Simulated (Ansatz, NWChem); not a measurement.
## How basis sets differ on F2 (fluorine)

F2: 2 atoms, total charge 0, spin state singlet. As SMILES, `FF`. Geometry: relaxed at PBE0-D4/def2-TZVP.

```xyz
2

F    -0.5839    0.2124   -0.2950
F     0.5839   -0.2124    0.2950
```

Quantity: the vertical ionisation energy, in eV. The values are calculated.

Measured value to compare with: NIST CCCBDB; in doubt, as an older value, an estimate or one at odds with other calculations gives the vertical ionisation energy of the gas as 15.70 eV.

| level | kind | program | value (eV) | computed − measured | CPU time (all runs) |
| --- | --- | --- | --- | --- | --- |
| CCSD/STO-3G | coupled cluster or CI | Ansatz | 10.58 | -5.12 | 0.22 s |
| CCSD/pcseg-0 | coupled cluster or CI | NWChem | 15.47 | -0.23 | 1.6 s |
| CCSD/pcseg-1 | coupled cluster or CI | NWChem | 15.77 | +0.07 | 3.2 s |
| CCSD/cc-pVTZ | coupled cluster or CI | NWChem | 15.74 | +0.04 | 23 s |
| CCSD/pcseg-2 | coupled cluster or CI | NWChem | 15.81 | +0.11 | 30 s |

Nearest: CCSD/cc-pVTZ (+0.04 eV); farthest: CCSD/STO-3G (-5.12 eV). Spin contamination of the reference (⟨S²⟩ at least 0.1 too high) touches CCSD/STO-3G. High-level rows in very small sets aren't better than simpler rows in larger ones. Without the sets that lack polarisation functions the rows with a basis span only 15.74 to 15.81 eV. CPU times are rough (shared hosts, several kinds of processor and program).
